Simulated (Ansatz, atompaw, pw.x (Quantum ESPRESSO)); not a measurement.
# Sn (Z = 50): does the PAW (atompaw) potential hold in the solid?

```json
{
  "Element": "Sn",
  "Generator": "atompaw 4.2.0.5",
  "Type": "PAW",
  "Functional": "PBE",
  "Relativity": "scalar-relativistic",
  "Frozen core": "[Kr] 4d10",
  "Valence charge": "4",
  "Reference configuration": "5s2 5p2",
  "Partial waves": "5s (bound): rc 3.00 bohr; 5s channel at 3.95 Ry: rc 2.05 bohr; 5p (bound): rc 3.00 bohr; 5p channel at 3.7 Ry: rc 3.00 bohr; 5d channel at 0.5 Ry: rc 3.00 bohr",
  "Local potential": "ultrasoft scheme with l = 3 at 0 Ry, radius 2.10 bohr",
  "Core correction": "smooth core density matched at 2.15 bohr",
  "Augmentation charge": "sinc compensation charge, radius 2.70 bohr; PAW radius 3.00 bohr; waves and projectors: custom rrkj gramschmidtortho"
}
```

Atomic tests: cutoffs needed: 6 Ry and 8 Ry (the cutoffs (Ry, on a coarse ladder) from which the occupation-weighted sum of valence levels, in a spherical-Bessel basis at the reference potential, stays within 10 and 1 mRy of its value at 400 Ry); ghost test: no extra level below or beside the all-electron valence levels (s, p, d, f tested) (spherical-Bessel basis up to 400 Ry, 20 bohr box); lowest eigenvalue of the overlap operator: 0.44 (s channel).

Crystal test: diamond Sn in pw.x 7.5, no spin, 8³ k-points, Fermi–Dirac smearing 0.01 Ry, cutoffs 40/400 Ry. The reference is all-electron LAPW (Ansatz 0.2.0) with the same functional, mesh and smearing; V0 and B0 come from Birch–Murnaghan fits to the pressures at five volumes. Errors are pseudo minus all-electron; Δ is the rms difference of the E(V) curves that follow from these fits, minima aligned, over ±6 % about the mean V0. Mesh and smearing are coarse, so the numbers serve the comparison and aren't converged zero-temperature values; the lattice is a test structure that the element need not adopt.

All-electron: a0 = 6.661 Å (V0 = 36.95 Å³/atom), B0 = 35.1 GPa.

How far does the potential miss the all-electron equation of state?

mean pressure error (GPa): -0.69; a0 (Å): 6.618; a0 error (%): -0.64; B0 error (%): +5.3; Δ (meV/atom): 5.6. The largest radius (3.00 bohr) exceeds half the bond length (2.72 bohr), so the spheres overlap, which is one possible source of error among others. This is a poor potential for the solid.

```
V (Å³/atom)  P all-electron (GPa)  P pseudo (GPa)
     34.936                  2.25            1.48
     35.856                  1.13            0.40
     36.775                  0.16           -0.53
     37.694                 -0.67           -1.32
     38.614                 -1.39           -2.01
```

At the middle volume, how do free energy and pressure move when the wave cutoff is lowered (ecutrho held at 400 Ry)?

| cutoff (Ry) | shift of F (meV/atom) | shift of P (GPa) |
| --- | --- | --- |
| 18 | +1.8 | -0.01 |
| 24 | +0.4 | -0.01 |
| 32 | +0.0 | +0.00 |

The run at the middle volume (29 k-points, 9 iterations) took about 12 s on one core of a shared host (Intel(R) Xeon(R) 6975P-C, 192 threads, 378 GiB, load 28).
